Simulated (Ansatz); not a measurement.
Geometry optimisation, RKS B3LYP-D4/def2-TZVP in Ansatz 0.2.0.

input.yaml

```yaml
crystal:
  periodic: [false, false, false]
  atoms:
    - { symbol: Si, position_ang: [0.0, 0.0, 0.0] }
    - { symbol: F, position_ang: [0.0, 0.0, 1.59] }
    - { symbol: H, position_ang: [1.3768, 0.0, -0.4862] }
    - { symbol: H, position_ang: [-0.6877, 1.1914, -0.4862] }
    - { symbol: H, position_ang: [-0.6877, -1.1914, -0.4862] }
basis:
  gaussian: { orbitals: def2-TZVP }
hamiltonian:
  xc: b3lyp
  dispersion: d4
relax:
  f_tol: 0.02
  max_steps: 40
```

Command:

```bash
$ ansatz run input.yaml --threads 2 --pin off --max-ram 3072MiB --backend cpu --events-out ev --progress --plain --runs-dir out
```

Question: Where does it end, and by what steps?

Answer: The run converged. After 3 steps the energy has fallen by 0.018 eV; H4 moved furthest, 0.03 Å.

| step | energy less start (eV) | largest force component (eV/Å) | accepted |
| --- | --- | --- | --- |
| 0 | 0.0000 | 0.501 | yes |
| 1 | -0.0152 | 0.339 | yes |
| 2 | -0.0178 | 0.057 | yes |
| 3 | -0.0178 | 0.004 | yes |

```xyz
5
Properties=species:S:1:pos:R:3
Si 0.000 0.000 -0.017
F 0.000 0.000 1.589
H 1.403 0.000 -0.480
H -0.701 1.215 -0.480
H -0.701 -1.215 -0.480
```

Whether the end is a true minimum wasn't checked by a vibrational analysis.

Run time: 3.1 s on 2 threads of Intel(R) Xeon(R) Platinum 8375C CPU @ 2.90GHz (Ice Lake), on a shared host, peak memory 0.14 GiB.
